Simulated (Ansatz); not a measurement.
System: rutile MnF2. Method: PBE+U (ortho-atomic projectors) (Ansatz, an electronic-structure program, PAW).

Settings: plane-wave cutoff 520 eV, 8×8×10 k mesh (along the axes of the cell as run), U_eff Mn 3.9 eV, spin-polarised with opposed moments, scalar-relativistic PAW data made under PBE.

Computed at the level's own relaxed cell.

Hill averages of the elastic tensor: K = 80.4 GPa, G = 27.6 GPa. Volume 13.926 Å³/atom, mean atomic mass 30.978 u.

Task: Work out the density, the sound velocities of a polycrystal and the elastic Debye temperature at this level.

Result: ρ = 1.66054 × 30.978/13.926 = 3.694 g/cm³. v_l = √[(K + 4G/3)/ρ] = 5.633 km/s and v_t = √(G/ρ) = 2.733 km/s. The mean follows from 3/v_m³ = 1/v_l³ + 2/v_t³: v_m = 3.071 km/s. Θ_D = (ħ/k_B) v_m (6π²/V)^(1/3) = 76.38 K Å s/km × 3.071 × 1.6201 Å⁻¹ = 380 K, counting all atoms of the cell.
